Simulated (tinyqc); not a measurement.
Inside a calculation. Method: geometry optimisation on the RHF/sto-3g surface (energies and gradients from PySCF), for OH-, spin multiplicity 1. The basis has no diffuse functions, so it cannot describe the extra electron: this is an exercise in the method, not the real anion. One step of it, computed by the program tinyqc.

Task: Step 3: move. Quasi-Newton step p = -H^(-1) g (the inverse Hessian comes from BFGS updates; coordinates in the order x, y, z of each atom); steps longer than 0.5 bohr are cut back.

positions after step 2 (bohr), order 1O, 2H:
```
[[0.000000, 0.000000, -0.176532],
 [0.000000, 0.000000, 1.873506]]
```

gradient (hartree/bohr), order 1O, 2H:
```
[[0.00000000, 0.00000000, -0.01110114],
 [0.00000000, 0.00000000, 0.01110114]]
```

inverse Hessian in use (bohr^2/hartree):
```
[[1.000000, 0.000000, 0.000000, 0.000000, 0.000000, 0.000000],
 [0.000000, 1.000000, 0.000000, 0.000000, 0.000000, 0.000000],
 [0.000000, 0.000000, 1.311100, 0.000000, 0.000000, -0.311100],
 [0.000000, 0.000000, 0.000000, 1.000000, 0.000000, 0.000000],
 [0.000000, 0.000000, 0.000000, 0.000000, 1.000000, 0.000000],
 [0.000000, 0.000000, -0.311100, 0.000000, 0.000000, 1.311100]]
```

Give: positions after step 3.

Result:

positions after step 3 (bohr), order 1O, 2H:
```
[[0.000, 0.000, -0.159],
 [0.000, 0.000, 1.855]]
```
